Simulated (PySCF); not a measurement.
Below is a simulated gas-phase C 1s photoelectron spectrum of `CNC(C)=O` (N-methylacetamide).

Every computed line was given a Gaussian of 0.5 eV full width at half maximum and an area set by the number of equivalent atoms; the highest printed point is 100. Level of theory: delta-SCF UKS SCAN, pcX-2 on the ionised atom, pcseg-1 elsewhere, spin-free X2C (PySCF 2.14.0).

binding energy (eV), intensity and a bar:
```
    290.4          1 
    290.5          3 #
    290.6         10 ###
    290.7         24 #######
    290.8         48 ##############
    290.9         76 #######################
    291.0         97 #############################
    291.1         98 #############################
    291.2         80 ########################
    291.3         53 ################
    291.4         31 #########
    291.5         23 #######
    291.6         32 #########
    291.7         54 ################
    291.8         81 ########################
    291.9         98 ##############################
    292.0         96 #############################
    292.1         75 #######################
    292.2         47 ##############
    292.3         24 #######
    292.4         10 ###
    292.5          3 #
    292.6          1 
    292.7          0 
    292.8          1 
    292.9          2 #
    293.0          7 ##
    293.1         18 #####
    293.2         38 ###########
    293.3         66 ####################
    293.4         91 ###########################
    293.5        100 ##############################
    293.6         88 ###########################
    293.7         63 ###################
    293.8         35 ###########
    293.9         16 #####
    294.0          6 ##
    294.1          2 
    294.2          0
```

Count the maxima, the lines and the sites behind this envelope.

The curve has 3 maxima (at 291.1, 291.9 and 293.5 eV). Under it lie 3 lines from 3 inequivalent carbon sites.

Decompose the envelope and assign each component. Numbering: `[CH3:1][NH:2][C:3]([CH3:4])=[O:5]`.

```tsv
position (eV)	relative area	line	atoms	environment
291.06	1	C 1s	C4	methyl carbon next to a carbonyl
291.94	1	C 1s	C1	N-methyl carbon
293.49	1	C 1s	C3	amide carbonyl carbon
```

The listed C 1s values span 2.43 eV, from C4 (bonded to C and 3 H) to C3 (bonded to O (double bond), N and C). The widest gap between neighbouring values is 1.55 eV, between 291.94 and 293.49 eV.

No satellites, vibrations or lifetime broadening are included. The structure is a single PBE0-D3(BJ)/def2-SVP conformer in the gas phase; no vibrational or solvent corrections.

Time: 31 s. Hardware: an x86-64 server with one thread (shared host).

Shape of the structure used: `[CH3:1][NH:2][C:3]([CH3:4])=[O:5]`: C1–N2–C3–C4 179°.
